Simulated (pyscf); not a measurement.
Single points on ωB97X-D3(BJ)/def2-SVP structures (PySCF, gas phase).

### Question
Estimate the classical barrier height and the reaction energy of F–SiH₂–O–SiH₃ + hydrogen (H₂) → disiloxane (H₃Si–O–SiH₃) + hydrogen fluoride (HF) at ωB97M-D3(BJ)/def2-TZVP. The step runs on the singlet surface, breaks F–Si, H–H and forms H–Si, F–H; take the separated reactants as zero.

### Answer
ΔE‡ = 58.8 kcal/mol, ΔE = +32.8 kcal/mol. Zero-point energy shifts the barrier by +2.7 kcal/mol. It is a four-centre exchange, with an imaginary mode of 1075i cm⁻¹. At the saddle there is also a short H–Si contact that neither side keeps. This is the saddle that the search found; another between the same sides may lie lower.
